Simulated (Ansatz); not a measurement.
Input file:

```yaml
crystal:
  periodic: [false, false, false]
  atoms:
    - {symbol: Al, position_ang: [0.000000, 0.000000, 0.718558]}
    - {symbol: N, position_ang: [0.000000, 0.000000, -1.184814]}
    - {symbol: H, position_ang: [0.000000, -1.731178, 0.391627]}
    - {symbol: H, position_ang: [0.000000, 1.731178, 0.391627]}
    - {symbol: H, position_ang: [-0.826335, 0.000000, -1.776862]}
    - {symbol: H, position_ang: [0.826335, 0.000000, -1.776862]}
basis:
  gaussian: {orbitals: 6-31G, fitting: {mean_field: def2-universal-jkfit}}
magnetization: {spin_polarized: false, initial_magnetization: 2}
correlation: {method: fic_mrcisd_q_relaxed, electrons: outside_noble_gas, active_space: {window: {electrons: 4, orbitals: 6}, states: [{multiplicity: 3, weights: [1, 0.5]}, {multiplicity: 5, weights: [1]}]}}
```

```sh
$ ansatz run in.yaml --threads 1 --pin off --events-out ev --progress --plain --max-ram 2393MiB
```

Log:

```
277 factors; integrals over basis functions are off by at most 1.1e-1 eV
mean field evaluation 1: about -8120.3139 eV, gradient 2.3e1 eV
mean field evaluation 2: about -8121.2265 eV, gradient 1.8e1 eV
mean field evaluation 4: about -8122.2227 eV, gradient 2.8e0 eV
mean field evaluation 8: about -8122.3702 eV, gradient 1.9e-1 eV
mean field evaluation 16: about -8115.1541 eV, gradient 2.9e1 eV
mean field evaluation 32: about -8120.9015 eV, gradient 2.9e0 eV
mean field evaluation 64: about -8121.6246 eV, gradient 6.3e0 eV
mean field -8122.37102857 eV, -298.4916297590 hartree, gradient 2.9e-6 eV, S^2 2.000000; 13 other end points of the search recorded, 0 dependent functions left out
reference -8122.37102857 eV, -298.4916297590 hartree; 13, 11 occupied and 17, 19 virtual orbitals, 277 factors
state -8122.87579746 eV, -298.5101796736 hartree
state -8122.55325379 eV, -298.4983264123 hartree
contracted CI cycle   1: correlation 0.00000000 eV, 0.0000000000 hartree, residual 1.59e1 eV
contracted CI cycle   2: correlation -3.48211869 eV, -0.1279655014 hartree, residual 3.14e0 eV
contracted CI cycle   3: correlation -3.69809997 eV, -0.1359026674 hartree, residual 1.34e0 eV
...
state -8122.87579746 eV, -298.5101796736 hartree; corrected -8126.95213895 eV, -298.6599824603 hartree
...
state -8122.55325379 eV, -298.4983264123 hartree; corrected -8126.65845929 eV, -298.6491899320 hartree
state -8118.90490016 eV, -298.3642518893 hartree
...
contracted CI cycle   5: correlation -3.77775490 eV, -0.1388299320 hartree, residual 5.52e-1 eV
contracted CI cycle   6: correlation -3.78625417 eV, -0.1391422742 hartree, residual 2.73e-1 eV
contracted CI cycle   7: correlation -3.78819555 eV, -0.1392136186 hartree, residual 1.04e-1 eV
contracted CI cycle   8: correlation -3.78854153 eV, -0.1392263334 hartree, residual 5.03e-2 eV
contracted CI cycle   9: correlation -3.78861731 eV, -0.1392291182 hartree, residual 2.33e-2 eV
contracted CI cycle  10: correlation -3.78863138 eV, -0.1392296350 hartree, residual 1.09e-2 eV
contracted CI cycle  11: correlation -3.78863444 eV, -0.1392297476 hartree, residual 4.27e-3 eV
contracted CI cycle  12: correlation -3.78863490 eV, -0.1392297647 hartree, residual 1.83e-3 eV
contracted CI cycle  13: correlation -3.78863498 eV, -0.1392297675 hartree, residual 6.51e-4 eV
contracted CI cycle  14: correlation -3.78863499 eV, -0.1392297678 hartree, residual 2.29e-4 eV
state -8118.90490016 eV, -298.3642518893 hartree; corrected -8123.22199500 eV, -298.5229021985 hartree
Total energy: -8125.40134544 eV, -298.6029918499 hartree
```

The total printed last is the weighted mean of the 3 states, 1.551 eV above the lowest of them, and is no single state's energy.

Ran on 1 thread of Arm Neoverse V1, shared host: 4.1 s wall, 0.1 GiB peak host memory.
